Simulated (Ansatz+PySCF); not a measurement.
Two shapes of singlet C₄H₄S.

Shape 1:

```xyz
9

S     0.0000    0.0000    1.1893
C     0.0000    1.2350   -0.0031
C     0.0000   -1.2350   -0.0031
C     0.0000    0.7120   -1.2695
C     0.0000   -0.7120   -1.2695
H     0.0000    2.2833    0.2931
H     0.0000   -2.2833    0.2931
H     0.0000    1.3256   -2.1717
H     0.0000   -1.3256   -2.1717
```

Shape 2:

```xyz
9

S     0.0173    0.0127    1.2345
C     0.0123    1.2835   -0.0014
C     0.0243   -1.2787   -0.0046
C    -0.0442    0.7288   -1.2533
C    -0.0282   -0.7205   -1.3099
H    -0.0312    2.2681    0.3292
H     0.0128   -2.3308    0.2840
H    -0.0138    1.3308   -2.1240
H    -0.0149   -1.3732   -2.1729
```

Basis set: def2-SVP (spherical functions). Left uncorrelated: 9 orbitals. Charge 0, multiplicity 1.

Computed with Ansatz (development build ahead of 0.2.0); each method stands on the lowest determinant of its kind that the runs found.

(1) Which shape is lower in energy, and by how much in each method?

## Answers

(1)

| method | E(2) − E(1) (eV) |
| --- | --- |
| UHF | 0.277 |
| RHF-MP2 | 0.285 |
| PBE (restricted) | 0.236 |
| PBE (unrestricted) | 0.236 |
| ωB97X (restricted) | 0.336 |

Shape 1 is lower. Caution for UHF: the unrestricted determinant is spin contaminated; the determinant breaks the point group.
